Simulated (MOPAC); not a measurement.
MOPAC input (AM1):

```
AM1 1SCF CHARGE=-1 GEO-OK AUX(PRECISION=9) THREADS=1
C3H7O

O     0.10099332 1    1.41619481 1   -0.12530546 1
C     0.01300559 1    0.17658011 1    0.33465754 1
H     0.00807600 1    0.08873082 1    1.47459969 1
C    -1.30474202 1   -0.54356908 1   -0.09708198 1
C     1.21402198 1   -0.72345292 1   -0.10005249 1
H    -1.34154249 1   -0.59203777 1   -1.19230692 1
H     1.24099077 1   -0.77647585 1   -1.19535263 1
H    -2.15658108 1    0.05414601 1    0.23939424 1
H     2.14294415 1   -0.25291535 1    0.23432359 1
H    -1.40344546 1   -1.56235804 1    0.30983993 1
H     1.16789825 1   -1.74599699 1    0.30680741 1
```

What heat of formation does the run end on, and which ionisation energy by Koopmans theorem?

-49.48 kcal/mol; 2.35 eV.
